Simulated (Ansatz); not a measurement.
We consider CaB6-type CaB6, described by PBE0 in Ansatz (PAW).

Run with plane-wave cutoff 460 eV, 6×6×6 k mesh, Fermi–Dirac smearing 0.01 eV, scalar-relativistic PAW data made under PBE.

Cell (relaxed at this level):

```yaml
crystal:
  lattice:
    - [4.13470, 0.00000, 0.00000]
    - [0.00000, 4.13470, 0.00000]
    - [0.00000, 0.00000, 4.13470]
  atoms:
    - { symbol: Ca, position: [0.00000, 0.00000, 0.00000] }
    - { symbol: B, position: [0.79735, 0.50000, 0.50000] }
    - { symbol: B, position: [0.50000, 0.20265, 0.50000] }
    - { symbol: B, position: [0.50000, 0.79735, 0.50000] }
    - { symbol: B, position: [0.20265, 0.50000, 0.50000] }
    - { symbol: B, position: [0.50000, 0.50000, 0.79735] }
    - { symbol: B, position: [0.50000, 0.50000, 0.20265] }
```

Q: What does this level give for the band gap and direct gap at Γ?

A: 
* **band gap**: 1.06 eV (on the SCF k mesh) (direct)
* **direct gap at Γ**: 4.65 eV

Measured, for comparison: band gap 1 eV (temperature not stated, no zero-point or thermal correction; as tabulated in Wu et al. (2004), arXiv:cond-mat/0401246).

Cost on a shared machine: about 8 core-minutes (a rough figure).

Ansatz is a first-principles code.
